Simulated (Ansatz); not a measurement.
A relaxed structure of Cu. These are r2SCAN (plane waves to 500 eV, PAW, scalar-relativistic; Ansatz, a quantum-chemistry and plane-wave program) values and carry that method's errors.

```xyz
1
Lattice="0.0000 1.7895 1.7895 1.7895 0.0000 1.7895 1.7895 1.7895 0.0000" Properties=species:S:1:pos:R:3 pbc="T T T"
Cu     1.7895     1.7895     1.7895
```

Problem. Determine the symmetry and give the standard cell with its independent sites.

Solution. Space group Fm-3m (No. 225); a = b = c = 3.579 Å, α = β = γ = 90.00°

```csv
atom,site,symmetry,x,y,z
Cu,4b,m-3m,0.5000,0.5000,0.5000
```

This is the fcc (Cu type).

Problem. Give the shortest distances between elements (the closest pairs, up to four, under 3.6 Å).

Solution. Cu–Cu 2.53 Å.

```json
{
  "volume_per_atom": "11.46 Å³",
  "band_gap": "no gap (metallic)"
}
```

No spin polarisation in the result.

Measured for Cu: a 3.595 Å (static lattice; corrected from measurement; as listed in Gábor I. Csonka et al., Physical Review B (2009)). Computed minus measured — a: r2SCAN -0.4 %. The computed values are for a static lattice.

The run could not lose the symmetry of its start.
